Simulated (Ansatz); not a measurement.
```csv
atom,x (Å),y (Å),z (Å)
H,0.0000,0.5813,-0.9171
O,0.0000,-0.3942,-0.9026
O,0.0000,-0.6261,0.5836
O,0.0000,0.4390,1.2361
```

Basis set: pcseg-2 (spherical functions). Charge 0, multiplicity 2.

Computed with Ansatz (development build ahead of 0.2.0); each method stands on the lowest determinant of its kind that the runs found.

The atomization energy at this shape (free ground-state atoms in the same class of orbitals less the molecule, no zero-point energy) of doublet HO3:

| method | atomization energy |
| --- | --- |
| ROHF | 264.7 kJ/mol |

Question: What does UHF give?

Answer: 244.3 kJ/mol. Caution for UHF: the unrestricted determinant is spin contaminated.

The shape needn't be a minimum at these levels.
